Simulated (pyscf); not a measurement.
Single points on ωB97X-D3(BJ)/def2-SVP structures (PySCF, gas phase).

Task: PBE/def2-TZVP puts the barrier of `[F][B]([F])[F]` + `[H][H]` -> `[FH]` + `[F][BH][F]` (four-centre exchange; singlet surface; B–F, H–H broken, F–H, B–H formed) at 42.7 kcal/mol and the reaction energy at +28.5 kcal/mol, from the separated reactants. What do r²SCAN/def2-TZVP, B3LYP-D3(BJ)/def2-TZVP, ωB97M-D3(BJ)/def2-TZVP give on the same structures?

Result: r²SCAN: ΔE‡ = 46.4 kcal/mol, ΔE = +31.4 kcal/mol; B3LYP-D3(BJ): ΔE‡ = 50.2 kcal/mol, ΔE = +29.3 kcal/mol; ωB97M-D3(BJ): ΔE‡ = 49.3 kcal/mol, ΔE = +29.0 kcal/mol. PBE's barrier lies under all of them, by 3.7 to 7.5 kcal/mol. Its reaction energy lies under all of them, by 0.5 to 3.0 kcal/mol. This is the saddle that the search found; another between the same sides may lie lower.
